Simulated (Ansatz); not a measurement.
Candidates: fcc Ni, bcc Na, bcc Mo, fcc Ag, bcc Nb, hcp Tl. Level: PBE in Ansatz (PAW).

Ansatz's runs of these crystals have no spin polarisation, but for fcc Ni.

Density-functional runs with spin start from parallel moments for fcc Ni.

Spin–orbit coupling is left out, also for the solids with elements from indium on (hcp Tl); its size isn't shown.

Each level is taken at its own relaxed cell. Caveats: the cell is over a tenth larger than the published one: the level's own overestimate first of all, though another phase or state, or a fault of the published cell, is possible (hcp Tl). Ansatz's density-functional and Hartree–Fock values are scalar-relativistic unless marked +SOC, with PAW data made under PBE.

### Question
Which of them have a computed bulk modulus between 130 and 230 GPa?

### Answer
fcc Ni, bcc Nb. The values: fcc Ni 197 GPa; bcc Na 7.77 GPa; bcc Mo 259 GPa; fcc Ag 91.5 GPa; bcc Nb 169 GPa; hcp Tl 26.2 GPa.

Ansatz is an electronic-structure program.
